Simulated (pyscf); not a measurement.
Single points on ωB97X-D3(BJ)/def2-SVP structures (PySCF, gas phase).

Problem. Estimate by transition-state theory the rate constant of H₃C–N(CH₃)–SiH₂–NH₂ (SMILES CN(C)[SiH2]N) + H₂ (SMILES [H][H]) → H₃C–N(CH₃)–SiH₃ (SMILES CN(C)[SiH3]) + NH₃ (SMILES N) (singlet surface; N–Si, H–H broken, H–Si, H–N formed) at 900 K, with ωB97M-D3(BJ)/def2-TZVP energies (ideal gas, 1 atm, RRHO with modes under 100 cm⁻¹ raised to 100, one conformer, R ln 2 for chiral ones without a mode under 150 cm⁻¹; no tunnelling).

Solution. The electronic barrier is 45.9 kcal/mol and the thermal terms add +30.6, so ΔG‡ = 76.5 kcal/mol. With k_BT/h = 1.88e+13 s⁻¹ and RT = 1.788 kcal/mol, and a volume of 1.23e-19 cm³ per molecule at 1 atm, k = 5.9e-25 cm³ molecule⁻¹ s⁻¹. Wigner's tunnelling factor for 1428i cm⁻¹ would be 1.22. A shift of 1 kcal/mol in the barrier changes k by a factor 1.7. At the saddle there is also a short H–Si contact that neither side keeps. This is the saddle that the search found; another between the same sides may lie lower.
